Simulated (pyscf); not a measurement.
A first-order saddle from PySCF, ωB97X-D3(BJ)/def2-SVP:

```
O
Si 1 1.6408
F 2 1.6479 1 105.12
Si 1 1.6810 2 128.16 3 38.43
H 2 1.4787 1 109.73 4 154.11
H 2 1.4791 5 113.08 3 117.67
H 4 1.4849 1 119.81 2 126.45
H 4 1.4989 7 103.05 1 -110.40
O 4 1.8780 7 121.29 8 -100.22
H 9 0.9742 4 111.81 7 -179.05
H 9 1.1233 10 109.37 3 -30.02
H 11 1.1548 9 136.80 10 112.64
```

Surface: singlet, charge 0. Lowest wavenumbers (cm⁻¹): 1213i, 70, 118, 142, 151.

Problem. Name the species on either side of this saddle.

Solution. F–SiH₂–O–SiH₃ (SMILES F[SiH2]O[SiH3]) + H₂O (SMILES O) ⇌ HO–SiH₂–O–SiH₂–F (SMILES O[SiH2]O[SiH2]F) + H₂ (SMILES [H][H]), a four-centre exchange read from left to right: H–Si, H–O broken and O–Si, H–H formed. At ωB97M-D3(BJ)/def2-TZVP it lies +33.0 kcal/mol from the left side and +55.4 kcal/mol from the right (each side as separated species at their lowest minima found). On the reactant side the descent ends in a complex (not fully relaxed), 6.2 kcal/mol under the separated species and 39.5 kcal/mol under the saddle at ωB97X-D3(BJ)/def2-TZVP. The same reactants have a lower exit, to HF + HO–SiH₂–O–SiH₃ (barrier +24.6 kcal/mol at ωB97M-D3(BJ)/def2-TZVP, against +33.0 kcal/mol here). One saddle was located; it need not be the lowest between these sides.
